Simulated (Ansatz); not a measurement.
`CC(C)CC(C)O`. The species carries charge 0 and has multiplicity 1. All single points use the PBE0-D4/def2-TZVP geometry. It is one conformer, not always the lowest.

```xyz
21

C     0.090   -1.107   -2.233
C     0.341   -0.887   -0.748
C     1.831   -0.742   -0.473
C    -0.459    0.317   -0.259
C    -0.378    0.589    1.230
C    -1.229    1.778    1.632
O    -0.802   -0.593    1.894
H    -0.975   -1.240   -2.441
H     0.616   -1.993   -2.597
H     0.439   -0.250   -2.819
H    -0.021   -1.764   -0.203
H     2.044   -0.681    0.597
H     2.231    0.160   -0.949
H     2.384   -1.598   -0.869
H    -0.123    1.216   -0.790
H    -1.515    0.173   -0.517
H     0.669    0.801    1.497
H    -2.276    1.597    1.378
H    -0.898    2.685    1.120
H    -1.164    1.963    2.708
H    -0.804   -0.423    2.840
```

Problem. What is the dipole moment at B3LYP/def2-TZVPP? (Estimate.)

Solution. Computed: 1.45 D, with components (0.24, 1.16, 0.83) D in this frame, pointing from negative to positive charge.

Problem. And with PBE, r2SCAN, ωB97M-V? (Best estimate.)

Solution. Ansatz gave: PBE 1.37 D, r2SCAN 1.41 D, ωB97M-V 1.46 D.

Problem. Give the Mulliken charges with B3LYP, PBE, r2SCAN in def2-TZVPP. (Estimate.)

Solution. The calculation gave: 
```csv
atom,B3LYP,PBE,r2SCAN
C1,-0.27,-0.26,-0.18
C2,0.10,0.10,0.19
C3,-0.29,-0.28,-0.20
C4,-0.11,-0.10,-0.07
C5,0.16,0.13,0.23
C6,-0.27,-0.27,-0.18
O7,-0.35,-0.31,-0.37
H8,0.08,0.07,0.04
H9,0.08,0.07,0.04
H10,0.06,0.06,0.03
H11,0.04,0.04,0.00
H12,0.08,0.08,0.05
H13,0.06,0.06,0.04
H14,0.08,0.07,0.04
H15,0.05,0.04,0.02
H16,0.06,0.05,0.03
H17,0.05,0.04,0.01
H18,0.08,0.08,0.05
H19,0.07,0.07,0.04
H20,0.07,0.06,0.03
H21,0.17,0.17,0.18
```

B3LYP here is the variant with VWN-RPA as its local correlation; programs differ in this.
